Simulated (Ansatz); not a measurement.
# SiClO (quartet): from Hartree-Fock to the top rungs, cc-pVDZ

The task here is to estimate one member of a computed series from the others.

The runs use Ansatz 0.2.0, Gaussian basis; cc-pVDZ, core rule «outside noble gas», up to 11 orbitals frozen.

The runs, in order: UHF; CCSD(T) on ROHF; CCSD(T) on UHF; BCCD(T) on ROHF; CISD; CCSDT(Q) on ROHF; CCSDT(Q) on UHF.

34 further runs of the same task are left out: 8 for a known fault of the program, 1 for a mislabelled method, 9 that didn't finish, 16 set aside as unsound or not needed.

## The geometry

The geometry is a PBE0/def2-TZVP stationary point (not a proven minimum).

3 atoms, charge 0, spin multiplicity 4.

Atoms are counted from 1 here; the program's logs count them from 0.

Bond lengths: Cl1–Si3 2.238 Å, O2–Si3 1.908 Å. Angles: Cl1–Si3–O2 65.5°.

Geometry (Å):

```xyz
3
charge 0, multiplicity 4
Cl    0.0000   -0.1047    1.1320
O     0.0000    1.2739   -0.6608
Si    0.0000   -0.5936   -1.0525
```

Set-up of the first run:

File in.yaml:

```yaml
crystal:
  periodic: [false, false, false]
  atoms:
    - {symbol: Cl, position_ang: [0.000000, -0.104654, 1.131961]}
    - {symbol: O, position_ang: [0.000000, 1.273898, -0.660805]}
    - {symbol: Si, position_ang: [0.000000, -0.593591, -1.052463]}
basis:
  gaussian: {orbitals: cc-pVDZ}
magnetization: {spin_polarized: true, initial_magnetization: 3}
hamiltonian: {xc: hf}
output: {orbitals: {seedname: orbitals}}
```

Started as:

```
$ ansatz run in.yaml --threads 1 --pin off --events-out ev --progress --plain --max-ram 2393MiB
```

Steps of the session up to this table: UHF; CCSD(T) on ROHF; CCSD(T) on UHF; BCCD(T) on ROHF; CISD; CCSDT(Q) on ROHF; CCSDT(Q) on UHF.

One of the session's tables, all rows but one given; the rest of the session is left out.

```
   method  from RCCSDT(Q) (kJ/mol)
     ROHF                        ?
      UHF                  +1000.7
     RMP2                   +167.3
     UMP2                   +163.7
     CISD                   +157.9
    RCCSD                    +40.8
    UCCSD                    +39.6
 RCCSD(T)                     +8.7
 UCCSD(T)                     +9.0
  BCCD(T)                     +9.5
   RCCSDT                     +3.2
   UCCSDT                     +3.2
RCCSDT(Q)                        0
UCCSDT(Q)                     -1.1
```

Estimate the missing values for ROHF.

As computed: from RCCSDT(Q) (kJ/mol): +1041.1. In the column «from RCCSDT(Q) (kJ/mol)» it is the highest.

With the free atoms at the same levels and basis (separate runs), the atomisation energy is 3.808 eV at RCCSDT(Q), 3.745 eV at RCCSD(T), 3.739 eV at UCCSD(T), 1.826 eV at ROHF.

Limits of these values: Restricted and unrestricted rows rest on different reference determinants; where their highest levels disagree by more than a few hundredths of an eV, they describe different states and don't form one ladder.
